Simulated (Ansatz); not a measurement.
Rock-salt BaTe was calculated with B3LYP (VWN-RPA form) (plane waves, PAW; Ansatz, a quantum-chemistry and plane-wave program).

Settings: plane-wave cutoff 520 eV, 6×6×6 k mesh, scalar-relativistic PAW data made under PBE.

Computed at the level's own relaxed cell.

Elastic tensor (GPa, Voigt notation, ions relaxed):

```
   61.9    10.4    10.4     0.0     0.0     0.0
   10.4    61.9    10.4     0.0     0.0     0.0
   10.4    10.4    61.9     0.0     0.0     0.0
    0.0     0.0     0.0    12.6     0.0     0.0
    0.0     0.0     0.0     0.0    12.6     0.0
    0.0     0.0     0.0     0.0     0.0    12.6
```

Worked from these constants: the tetragonal shear constant is C′ = (C11 − C12)/2 = 25.8 GPa against C44 = 12.6 GPa, so the C44 shear is the softer. The Zener ratio C44/C′ is 0.49 (1 for an isotropic solid), and the Cauchy pressure C12 − C44 is -2.2 GPa. With C11 + 2C12 = 82.7 GPa all three Born conditions hold; they don't test modes at the zone boundary.

Static lattice: no zero-point or thermal effects.
